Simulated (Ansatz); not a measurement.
We consider rock-salt InTe (high-pressure phase), described by LDA in Ansatz (PAW).

Settings: plane-wave cutoff 520 eV, 16×16×16 k mesh, Fermi–Dirac smearing 0.05 eV, scalar-relativistic PAW data made under PBE.

Computed at the level's own relaxed cell.

### Question
Give the computed equilibrium lattice constant a and bulk modulus.

### Answer

- equilibrium lattice constant a: 6.100 Å
- bulk modulus: 52.3 GPa

The run finds no gap.

Note: the bulk modulus is −V dP/dV from two relaxed cells at ±2 % in volume.

Spin–orbit coupling is not included; it can open a gap where bands touch, and shift volumes and moduli.

Static lattice: no zero-point or thermal effects.

Ansatz is a first-principles code.
